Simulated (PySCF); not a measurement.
C₄H₁₀, charge -1, quartet, at the geometry of the source list (a state made from the parent by changing its charge; the spin is typed, not shown lowest) (a gas-phase anion, which may not be bound at this level); DF-B3LYP/cc-pVDZ (PySCF).

The PySCF input:
```python
from pyscf import gto, scf, dft

mol = gto.Mole()
mol.atom = '''
    C    -0.035900    1.363400   -0.488500
    C     0.029800    0.121900    0.396500
    C     1.260300   -0.712500    0.052500
    C    -1.239100   -0.711200    0.239800
    H     0.858100    1.970800   -0.365100
    H    -0.114500    1.078200   -1.535700
    H    -0.900900    1.971700   -0.233400
    H     0.108200    0.443300    1.441700
    H     2.168900   -0.128500    0.181900
    H     1.213200   -1.048200   -0.981500
    H     1.322100   -1.588500    0.694500
    H    -1.205500   -1.587200    0.883800
    H    -2.117700   -0.126300    0.503100
    H    -1.347000   -1.046900   -0.789700
'''
mol.basis = 'cc-pvdz'
mol.charge = -1
mol.spin = 3
mol.verbose = 4
mol.build()

mf = dft.ROKS(mol)
mf.xc = 'b3lyp'
mf = mf.density_fit(auxbasis='def2-universal-jkfit')
mf.kernel()
mf.analyze()
```

The log (banner, timings and long lists left out):

```
PySCF version 2.14.0

[INPUT] verbose = 4
[INPUT] num. atoms = 14
[INPUT] num. electrons = 35
[INPUT] charge = -1
[INPUT] spin (= nelec alpha-beta = 2S) = 3
[INPUT] symmetry False subgroup None
[INPUT] Mole.unit = angstrom
[INPUT] Symbol           X                Y                Z      unit          X                Y                Z       unit  Magmom
[...]
nuclear repulsion = 135.248882099874
number of shells = 50
number of NR pGTOs = 174
number of NR cGTOs = 106
basis = cc-pvdz
ecp = {}

******** <class 'pyscf.df.df_jk.DFROKS'> ********
method = DFROKS
initial guess = minao
damping factor = 0
level_shift factor = 0
DIIS = <class 'pyscf.scf.diis.CDIIS'>
diis_start_cycle = 1
diis_space = 8
diis_damp = 0
SCF conv_tol = 1e-09
SCF conv_tol_grad = None
SCF max_cycles = 50
direct_scf = False
num. doubly occ = 16  num. singly occ = 3
XC library pyscf.dft.libxc version 7.1.2
    S. Lehtola, C. Steigemann, M. J. T. Oliveira, and M. A. L. Marques,  SoftwareX 7, 1–5 (2018)
XC functionals = b3lyp
    P. J. Stephens, F. J. Devlin, C. F. Chabalowski, and M. J. Frisch,  J. Phys. Chem. 98, 11623 (1994)
radial grids:
    Treutler-Ahlrichs [JCP 102, 346 (1995); DOI:10.1063/1.469408] (M4) radial grids

becke partition: Becke, JCP 88, 2547 (1988); DOI:10.1063/1.454033
pruning grids: <function nwchem_prune>
grids dens level: 3
symmetrized grids: False
atomic radii adjust function: <function treutler_atomic_radii_adjust>
small_rho_cutoff = 0
Set gradient conv threshold to 3.16228e-05
tot grids = 154552
******** <class 'pyscf.df.df.DF'> ********
auxbasis = def2-universal-jkfit
init E= -158.537254268629
[...]
cycle= 1 E= -157.928671542804  delta_E= 0.609  |g|= 0.451  |ddm|= 6.87
[...]
cycle= 2 E= -157.815525388227  delta_E= 0.113  |g|= 0.715  |ddm|= 6.09
[...]
cycle= 3 E= -157.991090668764  delta_E= -0.176  |g|= 0.146  |ddm|= 4.59
[...]
cycle= 4 E= -157.999485719494  delta_E= -0.0084  |g|= 0.0848  |ddm|= 1.99
[...]
cycle= 5 E= -158.002213469491  delta_E= -0.00273  |g|= 0.0368  |ddm|= 0.955
[...]
cycle= 6 E= -158.002676641454  delta_E= -0.000463  |g|= 0.0309  |ddm|= 0.601
[...]
cycle= 7 E= -158.003146669958  delta_E= -0.00047  |g|= 0.00493  |ddm|= 0.307
[...]
cycle= 8 E= -158.003173443784  delta_E= -2.68e-05  |g|= 0.00282  |ddm|= 0.0651
[...]
cycle= 9 E= -158.0031832995  delta_E= -9.86e-06  |g|= 0.00122  |ddm|= 0.0579
[...]
cycle= 10 E= -158.003183524002  delta_E= -2.25e-07  |g|= 0.00114  |ddm|= 0.022
[...]
cycle= 11 E= -158.003184144188  delta_E= -6.2e-07  |g|= 0.000262  |ddm|= 0.0115
[...]
cycle= 12 E= -158.003184173478  delta_E= -2.93e-08  |g|= 9.86e-05  |ddm|= 0.00324
[...]
cycle= 13 E= -158.003184178466  delta_E= -4.99e-09  |g|= 2.72e-05  |ddm|= 0.00134
[...]
cycle= 14 E= -158.003184179072  delta_E= -6.06e-10  |g|= 1.1e-05  |ddm|= 0.000545
[...]
Extra cycle  E= -158.003184178935  delta_E= 1.37e-10  |g|= 2.35e-05  |ddm|= 0.000461
converged SCF energy = -158.003184178935
**** SCF Summaries ****
Total Energy =                        -158.003184178934788
Nuclear Repulsion Energy =             135.248882099874237
One-electron Energy =                 -483.605327494893345
Two-electron Energy =                  190.353261216084320
Two-electron Coulomb Energy =          215.909459715547001
DFT Exchange-Correlation Energy =      -25.556198499462681
HOMO-LUMO gap [eV] =                     0.544117062907767
**** MO energy ****
                Roothaan           | alpha              | beta
[...]
 ** Mulliken pop on meta-lowdin orthogonal AOs  **
 ** Mulliken pop  **
 ** Mulliken atomic charges  **
charge of    0C =     -0.30696
charge of    1C =      0.02825
charge of    2C =     -0.30704
charge of    3C =     -0.30700
charge of    4H =      0.02598
charge of    5H =     -0.02808
charge of    6H =      0.02600
charge of    7H =     -0.17887
charge of    8H =      0.02600
charge of    9H =     -0.02805
charge of   10H =      0.02601
charge of   11H =      0.02600
charge of   12H =      0.02598
charge of   13H =     -0.02822

WARN: System has nonzero charge -1; the dipole moment is origin-dependent.
Location of origin: [0. 0. 0.]

Dipole moment(X, Y, Z, Debye): -0.02217, -0.09502, -0.31132
```
